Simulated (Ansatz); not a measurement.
Born–Oppenheimer molecular dynamics of AlClH3N (6 atoms, charge 0, multiplicity 1). It starts from a rough guess of a transition structure, not a stationary point.

The calculation used Ansatz, UKS revPBE/def2-SVP.

- ensemble: NVE (velocity Verlet)
- time step: 0.5 fs
- steps asked: 150
- starting velocities drawn for: 300 K
- seed: 95566

First frame:

```xyz
6
Properties=species:S:1:pos:R:3
Al -0.860 0.005 0.350
Cl 0.071 -1.403 -1.628
N 0.780 0.504 0.505
H 0.906 -0.254 -0.587
H -2.351 -0.085 0.683
H 1.453 1.233 0.677
```

(1) How far do the bonds stretch over the last three quarters of this one trajectory? (Pairs bonded in most of those frames.)

Answers

(1) 
```json
{"bond": "Al1–Cl2", "mean (Å)": "2.183", "spread (Å)": "0.215", "shortest": "1.87", "longest": "2.53"}
{"bond": "Al1–N3", "mean (Å)": "1.800", "spread (Å)": "0.045", "shortest": "1.73", "longest": "1.89"}
{"bond": "Al1–H5", "mean (Å)": "1.600", "spread (Å)": "0.046", "shortest": "1.53", "longest": "1.68"}
{"bond": "N3–H4", "mean (Å)": "1.094", "spread (Å)": "0.133", "shortest": "0.87", "longest": "1.27"}
{"bond": "N3–H6", "mean (Å)": "1.037", "spread (Å)": "0.049", "shortest": "0.95", "longest": "1.13"}
```

Mean temperature of the second half: 2936 K. The conserved energy stayed within 3.2 meV per atom of its start (net change -2.1 meV per atom), so the integration is sound. The system heated up, since it started high on the potential surface and ran downhill. A run of 0.075 ps of so small a system gives no equilibrium averages. The orbitals stay closed-shell, which can raise the energy where a bond breaks towards radicals; this wasn't checked here.

Time of the run: 5 min on 1 CPU thread of a shared host.
